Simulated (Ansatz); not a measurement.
# AlNH4 (built from SMILES [NH2][AlH2]): search for a transition state

Is there a first-order saddle for this 1,1-elimination, which should form N2–H3 and break Al1–N2, Al1–H3, and which two structures does it connect?

Program: Ansatz 0.2.0, Gaussian basis. Level of theory: PBE0-D4, def2-SVP first, then def2-TZVP. These are calculated values, not measurements.

114 further runs of the same task are left out: 114 set aside as unsound or not needed.

## 1. The starting structure

The guess: 6 atoms, charge 0, spin multiplicity 1.

Atoms are counted from 1 here; the program's logs count them from 0.

Bond lengths: Al1–N2 2.243 Å, Al1–H4 1.634 Å, N2–H5 1.025 Å, N2–H6 1.023 Å. Angles: N2–Al1–H4 174.1°, Al1–N2–H5 145.1°, Al1–N2–H6 107.1°, H5–N2–H6 105.8°.

Coordinates:

```xyz
6
AlH4N
Al   -0.9413    0.9269   -0.0051
N     0.6786   -0.5947    0.2986
H     0.6326    0.0546   -0.8789
H    -2.2244    1.9060   -0.2587
H     1.5857   -0.7810    0.7376
H     0.2689   -1.5118    0.1064
```

Distances that are to change: N2–H3 1.35 Å, Al1–N2 2.24 Å, Al1–H3 2.00 Å.

## 2. Relaxing the guess with the reacting distances held

Contents of hold/in.yaml:

```yaml
crystal:
  periodic: [false, false, false]
  atoms:
    - {symbol: Al, position_ang: [-0.941300, 0.926900, -0.005100]}
    - {symbol: N, position_ang: [0.678600, -0.594700, 0.298600]}
    - {symbol: H, position_ang: [0.632600, 0.054600, -0.878900]}
    - {symbol: H, position_ang: [-2.224400, 1.906000, -0.258700]}
    - {symbol: H, position_ang: [1.585700, -0.781000, 0.737600]}
    - {symbol: H, position_ang: [0.268900, -1.511800, 0.106400]}
basis:
  gaussian: {orbitals: def2-SVP}
hamiltonian: {xc: pbe0, dispersion: d4}
relax: {f_tol: 0.08, max_steps: 120, escape_saddle: false, constraints: [{distance: [1, 2]}, {distance: [0, 1]}, {distance: [0, 2]}]}
```

The run is started by

```bash
> ansatz run in.yaml --threads 2 --pin off --events-out ev --progress --plain --max-ram 4352MiB
```

What it wrote, shortened:

```text
Functional definition: PBE0
  name "PBE0"
  cite "Adamo & Barone, J. Chem. Phys. 110, 6158 (1999) doi:10.1063/1.478522"
  cite "Perdew, Burke & Ernzerhof, Phys. Rev. Lett. 77, 3865 (1996) doi:10.1103/PhysRevLett.77.3865"
  parent pbe
[...]
550 factors; integrals over basis functions are off by at most 3.5e-4 eV
[...]
mean field -8139.89383703 eV, -299.1355810928 hartree, gradient 3.7e-5 eV, S^2 0.000000; 0 other end points of the search recorded, 0 dependent functions left out
[...]
reference -8139.89386509 eV, -299.1355821238 hartree; 12, 12 occupied and 40, 40 virtual orbitals, 550 factors
relax step   1: F+E_penalty+E_count = -8139.94976848 eV  Δ(F+E_penalty+E_count) = +0.000e0 eV  max|allowed force component| = 1.034e0 eV/Å  Δτ_max = 0.0000 Å  (24 SCF iters, accepted)
[...]
relax step   3: F+E_penalty+E_count = -8140.72651193 eV  Δ(F+E_penalty+E_count) = -3.269e-1 eV  max|allowed force component| = 7.707e-1 eV/Å  Δτ_max = 0.1959 Å  (27 SCF iters, accepted)
[...]
relax step   5: F+E_penalty+E_count = -8141.28213715 eV  Δ(F+E_penalty+E_count) = -2.421e-1 eV  max|allowed force component| = 7.456e-1 eV/Å  Δτ_max = 0.2000 Å  (27 SCF iters, accepted)
[...]
relax step   7: F+E_penalty+E_count = -8141.48486726 eV  Δ(F+E_penalty+E_count) = -4.953e-2 eV  max|allowed force component| = 8.727e-2 eV/Å  Δτ_max = 0.2000 Å  (23 SCF iters, accepted)
[...]
relax step   8: F+E_penalty+E_count = -8141.48916846 eV  Δ(F+E_penalty+E_count) = -4.301e-3 eV  max|allowed force component| = 8.921e-2 eV/Å  Δτ_max = 0.0575 Å  (23 SCF iters, accepted)
[...]
relax step   9: F+E_penalty+E_count = -8141.49122132 eV  Δ(F+E_penalty+E_count) = -2.053e-3 eV  max|allowed force component| = 4.141e-2 eV/Å  Δτ_max = 0.0203 Å  (23 SCF iters, accepted)
  distance N 1 - H 2 held at 1.345441 Å   reaction = +3.7762e0 eV/Å
  distance Al 0 - N 1 held at 2.243118 Å   reaction = +2.9065e-1 eV/Å
  distance Al 0 - H 2 held at 2.000399 Å   reaction = -2.8022e-1 eV/Å
550 factors; integrals over basis functions are off by at most 4.9e-4 eV
mean field -8141.43306000 eV, -299.1921464936 hartree, gradient 2.4e-5 eV, S^2 0.000000; 1 other end points of the search recorded, 0 dependent functions left out
[...]
reference -8141.43308680 eV, -299.1921474784 hartree; 12, 12 occupied and 40, 40 virtual orbitals, 550 factors
Total energy: -8141.49124811 eV, -299.1942848672 hartree
Atom 0 at    -0.768449     1.088030    -0.775126 Å, force    -0.095116    -0.082502     0.155174 eV/Å
Atom 1 at     0.399883    -0.532750     0.244506 Å, force     1.085065     1.439382    -3.469665 eV/Å
Atom 2 at     0.837185    -0.092319    -0.949228 Å, force    -0.986745    -1.391945     3.347367 eV/Å
Atom 3 at    -1.837350     1.462444     0.418600 Å, force     0.029508     0.007498     0.004111 eV/Å
Atom 4 at     1.142253    -0.391185     0.935796 Å, force    -0.041407    -0.011561    -0.032057 eV/Å
Atom 5 at     0.226578    -1.534221     0.125352 Å, force     0.008695     0.039128    -0.004930 eV/Å
Dipole moment:     0.409366    -0.518424     0.305747 e Å
```

Wall time 5 s (2 threads of Arm Neoverse V2, shared host).

Step by step:

```tsv
step	energy from step 1 (eV)	largest force component (eV/Å)
1	0.0000	1.0343
2	-0.4498	1.0186
3	-0.7767	0.7707
4	-1.0903	0.9054
5	-1.3324	0.7456
6	-1.4856	0.2210
7	-1.5351	0.0873
8	-1.5394	0.0892
9	-1.5415	0.0414
```

Close pairs (by a distance rule), those that changed most:

```tsv
bond	before (Å)	after (Å)	change (Å)
Al1–H4	1.634	1.646	+0.012
N2–H6	1.023	1.023	+0.001
N2–H5	1.025	1.024	-0.001
Al1–N2	2.243	2.243	+0.000
```

## 3. Force constants to start from

Contents of hessian/in.yaml:

```yaml
crystal:
  periodic: [false, false, false]
  atoms:
    - {symbol: Al, position_ang: [-0.768449, 1.088030, -0.775126]}
    - {symbol: N, position_ang: [0.399883, -0.532750, 0.244506]}
    - {symbol: H, position_ang: [0.837185, -0.092319, -0.949228]}
    - {symbol: H, position_ang: [-1.837350, 1.462444, 0.418600]}
    - {symbol: H, position_ang: [1.142253, -0.391185, 0.935796]}
    - {symbol: H, position_ang: [0.226578, -1.534221, 0.125352]}
basis:
  gaussian: {orbitals: def2-SVP}
hamiltonian: {xc: pbe0, dispersion: d4}
phonons: {}
scf: {lower_state_search: off}
```

The run is started by

```bash
> ansatz run in.yaml --threads 2 --pin off --events-out ev --progress --plain --max-ram 4352MiB
```

What it wrote, shortened:

```text
[... 5 set-up lines as earlier in the session ...]
[...]
549 factors; integrals over basis functions are off by at most 3.0e-4 eV
[...]
mean field -8141.43305887 eV, -299.1921464520 hartree, gradient 3.1e-6 eV, S^2 0.000000; 0 other end points of the search recorded, 0 dependent functions left out
[...]
reference -8141.43308510 eV, -299.1921474158 hartree; 12, 12 occupied and 40, 40 virtual orbitals, 549 factors
[... from here to the last solve, the lines of the solves are left out (35 solves) ...]
549 factors; integrals over basis functions are off by at most 3.0e-4 eV
[...]
mean field -8141.43305666 eV, -299.1921463707 hartree, gradient 1.0e-6 eV, S^2 0.000000; 0 other end points of the search recorded, 0 dependent functions left out
[...]
reference -8141.43308289 eV, -299.1921473345 hartree; 12, 12 occupied and 40, 40 virtual orbitals, 549 factors
[...]
WARN: phonons: 4 modes above zero are rigid motions of the cell's bodies and no vibrations: the zero-point energy, free energy, entropy and heat capacity leave them out. With what each would have added to F at 1000 K, by the weight of its row in the mesh: 0.02 cm⁻¹ (-0.925 eV; rigid [...]
WARN: phonons: modes at or below zero, which the zero-point energy, F, S and C_V leave out: 2, the lowest at -1094.55 cm⁻¹. A minimum has none, and a first-order saddle one
Total energy: -8141.49124641 eV, -299.1942848047 hartree
Atom 0 at    -0.768449     1.088030    -0.775126 Å, force    -0.095100    -0.082500     0.155169 eV/Å
Atom 1 at     0.399883    -0.532750     0.244506 Å, force     1.085065     1.439387    -3.469630 eV/Å
Atom 2 at     0.837185    -0.092319    -0.949228 Å, force    -0.986764    -1.391942     3.347362 eV/Å
Atom 3 at    -1.837350     1.462444     0.418600 Å, force     0.029506     0.007492     0.004107 eV/Å
Atom 4 at     1.142253    -0.391185     0.935796 Å, force    -0.041414    -0.011578    -0.032080 eV/Å
Atom 5 at     0.226578    -1.534221     0.125352 Å, force     0.008707     0.039142    -0.004929 eV/Å
Dipole moment:     0.409364    -0.518424     0.305747 e Å
Vibrations: -1094.55 -187.97 322.45 410.86 575.12 763.82 1373.23 1436.11 1531.44 1706.49 3476.11 3609.56 cm⁻¹, zero-point energy 0.942602 eV
Checks for a lower state left out: stability, starts, cluster_reference, orbital_swaps, neighbouring_geometries, increment
```

It took 12 s on 2 threads of Arm Neoverse V2, shared host.

The structure is not stationary yet, so these wavenumbers are no spectrum; the search needs only the force constants.

## 4. Saddle search in the small basis

The search itself is an outer loop (partitioned rational-function steps, Bofill update of the Hessian). Each step is one single-point run with forces. It stops when the largest force is under 0.03 eV/Å and the followed curvature is negative. The first step's input:

Contents of presaddle/in.yaml:

```yaml
crystal:
  periodic: [false, false, false]
  atoms:
    - {symbol: Al, position_ang: [-0.768449, 1.088030, -0.775126]}
    - {symbol: N, position_ang: [0.399883, -0.532750, 0.244506]}
    - {symbol: H, position_ang: [0.837185, -0.092319, -0.949228]}
    - {symbol: H, position_ang: [-1.837350, 1.462444, 0.418600]}
    - {symbol: H, position_ang: [1.142253, -0.391185, 0.935796]}
    - {symbol: H, position_ang: [0.226578, -1.534221, 0.125352]}
basis:
  gaussian: {orbitals: def2-SVP}
hamiltonian: {xc: pbe0, dispersion: d4}
output: {forces: true}
scf: {lower_state_search: off}
```

The run is started by

```bash
> ansatz run in.yaml --threads 2 --pin off --events-out ev --progress --plain --max-ram 4352MiB
```

Step by step:

```tsv
step	energy (eV)	largest force (eV/Å)	followed curvature (eV/Å²)
1	-8141.49125	3.4696	-9.16
2	-8141.28411	2.0116	-11.63
3	-8141.21129	0.7684	-12.09
4	-8141.09527	2.2030	-11.78
5	-8141.34726	0.8773	-13.06
6	-8141.32470	1.3080	-13.51
7	-8141.31922	0.5556	-13.84
8	-8141.35124	0.3771	-13.83
9	-8141.38229	0.5253	-13.80
10	-8141.37575	0.8254	-13.76
11	-8141.38679	0.5131	-14.22
12	-8141.39323	0.7358	-14.16
13	-8141.39926	0.0709	-13.09
14	-8141.40038	0.1261	-13.32
15	-8141.40092	0.0536	-13.12
16	-8141.40121	0.0644	-13.20
17	-8141.40129	0.0385	-13.21
18	-8141.40147	0.0404	-13.21
19	-8141.40082	0.0723	-13.19
20	-8141.40166	0.0223	-13.17
```

The 20 steps took 7.1 s in all (2 threads of Arm Neoverse V2, shared host).

## 5. Saddle search in triple zeta

A small driver takes partitioned rational-function steps: uphill along one mode, downhill along the rest. It calls the program once a step for energy and forces and updates the Hessian by Bofill's formula. It stops when the largest force is under 0.008 eV/Å and the followed curvature is negative. The first step's input:

Contents of saddle/in.yaml:

```yaml
crystal:
  periodic: [false, false, false]
  atoms:
    - {symbol: Al, position_ang: [-0.929034, 0.573416, -0.665423]}
    - {symbol: N, position_ang: [0.357335, -0.498592, 0.263000]}
    - {symbol: H, position_ang: [0.665214, 0.078509, -1.040550]}
    - {symbol: H, position_ang: [-1.458187, 1.686982, 0.376566]}
    - {symbol: H, position_ang: [0.826035, -0.409363, 1.174698]}
    - {symbol: H, position_ang: [0.538737, -1.430951, -0.108390]}
basis:
  gaussian: {orbitals: def2-TZVP}
hamiltonian: {xc: pbe0, dispersion: d4}
output: {forces: true}
scf: {lower_state_search: off}
```

The run is started by

```bash
> ansatz run in.yaml --threads 2 --pin off --events-out ev --progress --plain --max-ram 4352MiB
```

The driver's record:

```tsv
step	energy (eV)	largest force (eV/Å)	followed curvature (eV/Å²)
1	-8145.56417	0.2425	-13.17
2	-8145.56719	0.0937	-12.52
3	-8145.56752	0.1416	-13.65
4	-8145.56786	0.0373	-12.97
5	-8145.56797	0.0281	-12.97
6	-8145.56800	0.0137	-12.22
7	-8145.56800	0.0072	-12.16
```

The 7 steps took 3.9 s in all (2 threads of Arm Neoverse V2, shared host).

Geometry at the end of the search:

```xyz
6
AlH4N
Al   -0.9176    0.5773   -0.6647
N     0.3544   -0.5018    0.2541
H     0.6734    0.0784   -1.0312
H    -1.4597    1.6743    0.3845
H     0.8232   -0.3922    1.1556
H     0.5264   -1.4360   -0.0985
```

Followed mode, largest move set to 1: H3 (0.16, -0.44, 0.88); Al1 (-0.40, 0.21, -0.38); N2 (0.22, 0.11, -0.43); H5 (0.10, 0.19, -0.24).

## 6. Vibrations at the point found

Contents of vib/in.yaml:

```yaml
crystal:
  periodic: [false, false, false]
  atoms:
    - {symbol: Al, position_ang: [-0.917627, 0.577276, -0.664666]}
    - {symbol: N, position_ang: [0.354448, -0.501827, 0.254109]}
    - {symbol: H, position_ang: [0.673412, 0.078388, -1.031156]}
    - {symbol: H, position_ang: [-1.459744, 1.674344, 0.384538]}
    - {symbol: H, position_ang: [0.823222, -0.392207, 1.155604]}
    - {symbol: H, position_ang: [0.526388, -1.435975, -0.098530]}
basis:
  gaussian: {orbitals: def2-TZVP}
hamiltonian: {xc: pbe0, dispersion: d4}
phonons: {temperatures: {t_min: 298.15, t_max: 900, t_step: 200}}
```

The run is started by

```bash
> ansatz run in.yaml --threads 2 --pin off --events-out ev --progress --plain --max-ram 4352MiB
```

What it wrote, shortened:

```text
[... 5 set-up lines as earlier in the session ...]
[...]
610 factors; their error is unknown
[...]
mean field -8145.51606273 eV, -299.3421940761 hartree, gradient 7.0e-6 eV, S^2 0.000000; 0 other end points of the search recorded, 0 dependent functions left out
[...]
reference -8145.51609017 eV, -299.3421950847 hartree; 12, 12 occupied and 80, 80 virtual orbitals, 610 factors
[... from here to the last solve, the lines of the solves are left out (35 solves) ...]
610 factors; their error is unknown
mean field -8145.51602803 eV, -299.3421928010 hartree, gradient 1.9e-6 eV, S^2 0.000000; 0 other end points of the search recorded, 0 dependent functions left out
[...]
reference -8145.51605547 eV, -299.3421938096 hartree; 12, 12 occupied and 80, 80 virtual orbitals, 610 factors
WARN: phonons: modes at or below zero, which the zero-point energy, F, S and C_V leave out: 1, the lowest at -1465.20 cm⁻¹. A minimum has none, and a first-order saddle one
Total energy: -8145.56800328 eV, -299.3441028563 hartree
Atom 0 at    -0.917627     0.577276    -0.664666 Å, force     0.000671     0.000612    -0.000385 eV/Å
Atom 1 at     0.354448    -0.501827     0.254109 Å, force    -0.007168    -0.003272    -0.004544 eV/Å
Atom 2 at     0.673412     0.078388    -1.031156 Å, force     0.002461    -0.001403    -0.000101 eV/Å
Atom 3 at    -1.459744     1.674344     0.384538 Å, force    -0.000474     0.000063     0.001829 eV/Å
Atom 4 at     0.823222    -0.392207     1.155604 Å, force     0.003013     0.002385     0.002217 eV/Å
Atom 5 at     0.526388    -1.435975    -0.098530 Å, force     0.001495     0.001614     0.000983 eV/Å
Dipole moment:     0.234558    -0.338036     0.293059 e Å
Vibrations: -1465.20 395.12 493.09 593.61 717.68 776.28 1115.75 1545.55 1645.68 1809.08 3416.01 3603.76 cm⁻¹, zero-point energy 0.998792 eV
```

It took 19 s on 2 threads of Arm Neoverse V2, shared host.

The modes, with what each moves most:

```tsv
mode	wavenumber (cm⁻¹)	character
1	1465i	changes N2–H3
2	395	bend with torsion
3	493	bend with torsion
4	594	Al–N stretch
5	718	bend
6	776	torsion
7	1116	bend
8	1546	bend
9	1646	Al–H stretch
10	1809	Al–H stretch
11	3416	N–H stretch
12	3604	N–H stretch
```

Vibrational sums (real modes only):

```tsv
T (K)	entropy (J/mol/K)	heat capacity (J/mol/K)
298	11.3	23.8
498	27.9	41.1
698	43.8	52.8
898	58.1	61.0
```

## 7. Relaxing after a step of 0.30 Å one way along the mode

Contents of downa/in.yaml:

```yaml
crystal:
  periodic: [false, false, false]
  atoms:
    - {symbol: Al, position_ang: [-1.036863, 0.641351, -0.779839]}
    - {symbol: N, position_ang: [0.419054, -0.467842, 0.126092]}
    - {symbol: H, position_ang: [0.720196, -0.055022, -0.766556]}
    - {symbol: H, position_ang: [-1.450927, 1.649073, 0.444080]}
    - {symbol: H, position_ang: [0.852315, -0.335855, 1.082946]}
    - {symbol: H, position_ang: [0.496324, -1.431705, -0.106823]}
basis:
  gaussian: {orbitals: def2-TZVP}
hamiltonian: {xc: pbe0, dispersion: d4}
relax: {f_tol: 0.005, max_steps: 200}
```

The run is started by

```bash
> ansatz run in.yaml --threads 2 --pin off --events-out ev --progress --plain --max-ram 4352MiB
```

What it wrote, shortened:

```text
[... 5 set-up lines as earlier in the session ...]
[...]
610 factors; their error is unknown
[...]
mean field -8146.23595492 eV, -299.3686496262 hartree, gradient 3.5e-5 eV, S^2 0.000000; 0 other end points of the search recorded, 0 dependent functions left out
[...]
reference -8146.23598101 eV, -299.3686505852 hartree; 12, 12 occupied and 80, 80 virtual orbitals, 610 factors
relax step   1: F+E_penalty+E_count = -8146.29122873 eV  Δ(F+E_penalty+E_count) = +0.000e0 eV  max|allowed force component| = 1.947e0 eV/Å  Δτ_max = 0.0000 Å  (25 SCF iters, accepted)
[...]
610 factors; their error is unknown
[...]
mean field -8147.06054873 eV, -299.3989528899 hartree, gradient 3.5e-5 eV, S^2 0.000000; 1 other end points of the search recorded, 0 dependent functions left out
[...]
reference -8147.06057466 eV, -299.3989538429 hartree; 12, 12 occupied and 80, 80 virtual orbitals, 610 factors
Total energy: -8147.12127021 eV, -299.4011843631 hartree
Atom 0 at    -1.586413     0.408888    -0.543206 Å, force     0.000647     0.001972     0.001380 eV/Å
Atom 1 at     0.388217    -0.456669    -0.000666 Å, force     0.000658     0.000959     0.000670 eV/Å
Atom 2 at     1.121312     0.118599    -0.404921 Å, force    -0.001044    -0.002063     0.001543 eV/Å
Atom 3 at    -0.958148     1.753864     0.237126 Å, force    -0.001071    -0.001646    -0.001172 eV/Å
Atom 4 at     0.502816    -0.409510     1.007507 Å, force     0.000103     0.000066    -0.002568 eV/Å
Atom 5 at     0.532316    -1.415171    -0.295940 Å, force     0.000707     0.000711     0.000147 eV/Å
Dipole moment:     0.945230    -0.434088     0.252256 e Å
```

It took 9 s on 2 threads of Arm Neoverse V2, shared host.

Relaxation path:

```tsv
step	energy from step 1 (eV)	largest force component (eV/Å)
1	0.0000	1.9466
2	-0.4397	1.5113
3	-0.6821	1.4736
4	-0.7559	0.6113
5	-0.8104	0.1927
6	-0.8234	0.0956
7	-0.8290	0.0227
8	-0.8297	0.0203
9	-0.8297	0.0754
10	-0.8300	0.0024
11	-0.8300	0.0026
```

Close pairs (by a distance rule), those that changed most:

```tsv
bond	before (Å)	after (Å)	change (Å)
Al1–H3	1.890	2.727	+0.837
Al1–N2	2.042	2.223	+0.181
N2–H5	1.059	1.016	-0.043
Al1–H4	1.639	1.677	+0.039
N2–H6	0.995	1.013	+0.019
N2–H3	1.029	1.016	-0.013
```

## 8. Relaxing after a step of 0.30 Å the other way along the mode

Contents of downb/in.yaml:

```yaml
crystal:
  periodic: [false, false, false]
  atoms:
    - {symbol: Al, position_ang: [-0.798391, 0.513202, -0.549493]}
    - {symbol: N, position_ang: [0.289842, -0.535812, 0.382127]}
    - {symbol: H, position_ang: [0.626628, 0.211799, -1.295755]}
    - {symbol: H, position_ang: [-1.468560, 1.699616, 0.324996]}
    - {symbol: H, position_ang: [0.794129, -0.448559, 1.228262]}
    - {symbol: H, position_ang: [0.556452, -1.440246, -0.090237]}
basis:
  gaussian: {orbitals: def2-TZVP}
hamiltonian: {xc: pbe0, dispersion: d4}
relax: {f_tol: 0.005, max_steps: 200}
```

The run is started by

```bash
> ansatz run in.yaml --threads 2 --pin off --events-out ev --progress --plain --max-ram 4352MiB
```

What it wrote, shortened:

```text
[... 5 set-up lines as earlier in the session ...]
[...]
610 factors; their error is unknown
[...]
mean field -8146.18030005 eV, -299.3666043475 hartree, gradient 7.3e-6 eV, S^2 0.000000; 0 other end points of the search recorded, 0 dependent functions left out
[...]
reference -8146.18032840 eV, -299.3666053893 hartree; 12, 12 occupied and 80, 80 virtual orbitals, 610 factors
relax step   1: F+E_penalty+E_count = -8146.23357741 eV  Δ(F+E_penalty+E_count) = +0.000e0 eV  max|allowed force component| = 2.456e0 eV/Å  Δτ_max = 0.0000 Å  (26 SCF iters, accepted)
[...]
610 factors; their error is unknown
mean field -8148.53678725 eV, -299.4532036548 hartree, gradient 3.3e-5 eV, S^2 0.000000; 1 other end points of the search recorded, 0 dependent functions left out
[...]
reference -8148.53681827 eV, -299.4532047947 hartree; 12, 12 occupied and 80, 80 virtual orbitals, 610 factors
Total energy: -8148.58969789 eV, -299.4551480850 hartree
Atom 0 at    -0.357843     0.575457    -0.476422 Å, force     0.001848     0.000804    -0.000775 eV/Å
Atom 1 at     0.404923    -0.651591     0.539561 Å, force    -0.000580    -0.000242    -0.000819 eV/Å
Atom 2 at    -0.061179     0.537154    -2.031289 Å, force    -0.000638     0.000177    -0.000552 eV/Å
Atom 3 at    -1.292733     1.642833     0.226392 Å, force    -0.000141    -0.001177     0.000214 eV/Å
Atom 4 at     0.289813    -0.726081     1.537368 Å, force     0.000250    -0.000184     0.001877 eV/Å
Atom 5 at     1.017119    -1.377772     0.204290 Å, force    -0.000738     0.000622     0.000055 eV/Å
Dipole moment:     0.115300    -0.186487     0.154427 e Å
```

Wall time 7.5 s (2 threads of Arm Neoverse V2, shared host).

Relaxation path:

```tsv
step	energy from step 1 (eV)	largest force component (eV/Å)
1	0.0000	2.4562
2	-0.8007	1.7146
3	-1.4699	1.3844
4	-1.8983	1.2591
5	-2.1874	0.5146
6	-2.3267	0.2922
7	-2.3552	0.0246
8	-2.3560	0.0092
9	-2.3561	0.0019
```

Distances of close pairs at the start and the end, largest changes first:

```tsv
bond	before (Å)	after (Å)	change (Å)
Al1–H3	1.637	1.583	-0.053
N2–H6	1.055	1.007	-0.047
Al1–H4	1.619	1.583	-0.036
N2–H5	0.989	1.007	+0.018
Al1–N2	1.776	1.766	-0.009
```

## 9. What the saddle joins

```tsv
pair	start side (Å)	saddle (Å)	end side (Å)
N2–H3	2.870	1.446	1.016
Al1–N2	1.766	1.904	2.223
Al1–H3	1.583	1.707	2.727
```

## 10. Summary of results

| quantity | value |
| --- | --- |
| imaginary mode | 1465i cm⁻¹ |
| barrier from the start side | 69.7 kcal/mol |
| barrier from the end side | 35.8 kcal/mol |
| energy of the step | +33.9 kcal/mol |
| pairs that change | N2–H3 formed, Al1–N2 loosened, Al1–H3 broken |
| zero-point energy at the saddle | 0.999 eV |

What this shows: The point has a single imaginary mode (1465i cm⁻¹), as a transition state must. It joins the planned start and end. A bond meant to break is only loosened at the end: the products stay bound as an adduct. At PBE0-D4/def2-TZVP the electronic barrier is 69.7 kcal/mol, about 118 kT at 298 K, and the step runs 33.9 kcal/mol uphill. The barrier is thin enough for tunnelling; the leading (Wigner) term alone is a factor of 3.1 at 298 K. These are plain relaxations, not an intrinsic reaction coordinate. The ends are the nearest minima, not always the lowest complexes.
